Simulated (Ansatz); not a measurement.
Reactions of C₃H₆O₂ (`OC1CC1O`).

Calculated with Ansatz (gas phase, PBE0-D4/def2-TZVP geometries, no zero-point term in ΔE). CCSD(T)/CBS adds triple-zeta CCSD(T) − MP2 to the extrapolated MP2 energy (def2 sets, frozen cores). This one scheme is used for every species, atoms too. Functionals use def2-TZVPP. No spin–orbit coupling; open shells (•) take unrestricted orbitals. Spin–orbit coupling would lower the free atoms: a little for C, O. One conformer a species, not always the lowest.

```csv
reaction,PBE0-D4 (kJ/mol),CCSD(T)/CBS(def2) (kJ/mol)
`O[C@@H]1C[C@@H]1O` → `CCOC=O`,-126,-135
`O[C@@H]1C[C@@H]1O` → `C=C(O)CO`,-48,-61
`O[C@@H]1C[C@@H]1O` → `CC=C(O)O`,-78,-84
`O[C@@H]1C[C@@H]1O` + H₂ → `OC1CC1` + H₂O,-99,-105
`O[C@@H]1C[C@@H]1O` → `CO/C=C/O`,18,8
`O[C@@H]1C[C@@H]1O` → `C=COCO`,-13,-26
`O[C@@H]1C[C@@H]1O` → 3 C• + 6 H• + 2 O•,4427,4394
`O[C@@H]1C[C@@H]1O` → `COC(C)=O`,-145,-152
`O[C@@H]1C[C@@H]1O` → `COCC=O`,-12,-24
`O[C@@H]1C[C@@H]1O` → `OCC1CO1`,16,11
```

Largest T1 diagnostic: 0.014, for `CCOC=O`.
